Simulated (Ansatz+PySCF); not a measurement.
Results of a calculation; reference values are marked as such.
This PySCF input gave a total energy of -196.39793 hartree.

```python
from pyscf import gto, dft

mol = gto.M(atom="""
F 0.000000 0.000000 -0.929110
F 0.000000 0.000000 0.929110
""", basis='sto-3g', charge=0, spin=0)
mf = dft.UKS(mol, xc='pbe0')
mf.kernel()
print(mf.converged, mf.e_tot, mf.spin_square()[0])
```

(1) Write an input for Ansatz with the same method and basis set.

## Answers

(1)

```yaml
crystal:
  periodic: [false, false, false]
  atoms:
    - { symbol: F, position_ang: [0.0, 0.0, -0.92911] }
    - { symbol: F, position_ang: [0.0, 0.0, 0.92911] }
basis:
  gaussian: { orbitals: STO-3G }
magnetization:
  spin_polarized: true
hamiltonian:
  xc: pbe0
scf:
  omitted_lower_state_checks: [stability, starts, atomic_configurations, cluster_reference, orbital_swaps, given_window_search, neighbouring_geometries, increment]
```

Ansatz (development build ahead of 0.2.0) gave -196.39790 hartree, 0.63 meV from the first. This is not the lowest solution: another run reaches a determinant 0.83 eV lower.
